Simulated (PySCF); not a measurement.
**Potential energy of PO along the bond**

Set-up: basis P def2-TZVPPD, O def2-TZVPPD; no relativity; PySCF 2.14. Energies in eV from P + O in their ground configurations at the same level. State: ²Π (doublet), unpaired electrons π ↑.

All columns are PBE0. A positive dipole means P(−)O(+).

```json
{"R (Å)": "1.268", "E (eV)": "-3.947", "μ (D)": "-1.12", "Mulliken charge on P (basis-dependent)": "0.33", "HOMO (eV)": "-5.06", "LUMO (eV)": "-2.61", "Mayer bond order": "2.42", "⟨S²⟩": "0.76"}
{"R (Å)": "1.327", "E (eV)": "-5.093", "μ (D)": "-1.38", "Mulliken charge on P (basis-dependent)": "0.33", "HOMO (eV)": "-5.29", "LUMO (eV)": "-2.84", "Mayer bond order": "2.37", "⟨S²⟩": "0.76"}
{"R (Å)": "1.387", "E (eV)": "-5.726", "μ (D)": "-1.63", "Mulliken charge on P (basis-dependent)": "0.34", "HOMO (eV)": "-5.53", "LUMO (eV)": "-3.07", "Mayer bond order": "2.32", "⟨S²⟩": "0.76"}
{"R (Å)": "1.431", "E (eV)": "-5.952", "μ (D)": "-1.81", "Mulliken charge on P (basis-dependent)": "0.35", "HOMO (eV)": "-5.71", "LUMO (eV)": "-3.24", "Mayer bond order": "2.29", "⟨S²⟩": "0.76"}
{"R (Å)": "1.475", "E (eV)": "-6.016", "μ (D)": "-1.98", "Mulliken charge on P (basis-dependent)": "0.36", "HOMO (eV)": "-5.88", "LUMO (eV)": "-3.42", "Mayer bond order": "2.26", "⟨S²⟩": "0.76"}
{"R (Å)": "1.519", "E (eV)": "-5.955", "μ (D)": "-2.15", "Mulliken charge on P (basis-dependent)": "0.38", "HOMO (eV)": "-6.05", "LUMO (eV)": "-3.59", "Mayer bond order": "2.23", "⟨S²⟩": "0.76"}
{"R (Å)": "1.578", "E (eV)": "-5.728", "μ (D)": "-2.37", "Mulliken charge on P (basis-dependent)": "0.39", "HOMO (eV)": "-6.27", "LUMO (eV)": "-3.81", "Mayer bond order": "2.19", "⟨S²⟩": "0.76"}
{"R (Å)": "1.652", "E (eV)": "-5.283", "μ (D)": "-2.62", "Mulliken charge on P (basis-dependent)": "0.41", "HOMO (eV)": "-6.53", "LUMO (eV)": "-4.07", "Mayer bond order": "2.16", "⟨S²⟩": "0.76"}
{"R (Å)": "1.740", "E (eV)": "-4.609", "μ (D)": "-2.88", "Mulliken charge on P (basis-dependent)": "0.42", "HOMO (eV)": "-6.82", "LUMO (eV)": "-4.35", "Mayer bond order": "2.12", "⟨S²⟩": "0.77"}
{"R (Å)": "1.859", "E (eV)": "-3.596", "μ (D)": "-3.22", "Mulliken charge on P (basis-dependent)": "0.43", "HOMO (eV)": "-7.16", "LUMO (eV)": "-4.69", "Mayer bond order": "2.11", "⟨S²⟩": "0.76"}
```

A fit through these points gives, at Re = 1.474 Å, μ = -1.98 D and dμ/dR = -3.89 D/Å; the reduced mass is 10.55 u.

**Question.** How strong is the fundamental in the double-harmonic approximation, I = 42.26·(dμ/dR)²/μred km/mol?

**Answer.** I = 42.26·(-3.89)²/10.55 = 60.6 km/mol at PBE0.

The state is the lowest determinant that a PBE0 search found; another state may lie lower at other levels.
